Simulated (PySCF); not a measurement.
A GIAO shielding run with PySCF 2.14.0 with density-fitted response routines (density fitting, non-relativistic, gas phase) on (LiH)3 ring:

```
{"job": {"kind": "nmr", "xc": "PBE0", "basis": "pcSseg-1"}, "charge": 0, "multiplicity": 1}
Li     0.535763     0.959010    -1.177273
H      1.776886     0.160758    -0.303174
Li     1.039414    -0.814702     0.899664
H     -0.601870    -1.080326     1.321130
Li    -1.580908    -0.139738     0.272858
H     -1.169275     0.914998    -1.013205
```

Hardware: 1 thread of an x86-64 server CPU, shared host. The job also computes population analyses, field gradients.

Question: How large is the calculation?

Answer: 12 electrons, 51 basis functions and 264 auxiliary functions.

Question: How long does it take?

Answer: 1.7 s of wall time, with 8 SCF cycles and 4 response iterations. Times on a shared host scatter by some tens of per cent.

Question: And these other runs on the same molecule and hardware: GIAO shielding at wB97X-D/pcSseg-1; spin–spin coupling at B3LYP/pcJ-1?

Answer: wB97X-D/pcSseg-1: 51 functions, 1.8 s; B3LYP/pcJ-1: 63 functions, 2.1 s.
